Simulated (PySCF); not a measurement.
Species: C₅H₈N (charge -1).
SMILES: `CCC[CH-]C#N`

A PySCF run (density fitting, gas phase, GFN2-xTB geometry) gave HOMO 0.76 eV, LUMO 5.30 eV and E = -249.743 Eh.

Task: Which of these levels was it?
A. PBE0/pcSseg-1
B. OPBE/Sadlej pVTZ
C. PBE0/6-31G*

Result: A. It is PBE0/pcSseg-1. All candidates on this geometry:

```csv
level and settings,kind,basis functions,SCF cycles,E (Eh),HOMO (eV),LUMO (eV)
"OPBE/Sadlej pVTZ, start guess huckel",GGA,216,16,-250.0275,1.33,2.15
PBE0/pcSseg-1,global hybrid,142,14,-249.7435,0.76,5.30
"PBE0/6-31G*, fitting basis def2-qzvpp-jkfit, energy threshold 1e-11 Eh",global hybrid,100,12,-249.7551,1.30,6.87
```

The nearest other candidate, by the summed differences of HOMO and LUMO, is PBE0/6-31G*: its HOMO differs by +0.54 eV and its LUMO by +1.57 eV. Cycle counts include a coarse-grid stage where the run had one. All basis functions are spherical, in the Pople sets too. The HOMO energy is positive at OPBE/Sadlej pVTZ, PBE0/6-31G* and PBE0/pcSseg-1; such an orbital is held in place by the finite basis.

Shape of the structure used: `[CH3:1][CH2:2][CH2:3][CH-:4][C:5]#[N:6]`: C1–C2–C3–C4 -66°, C2–C3–C4–C5 86°.
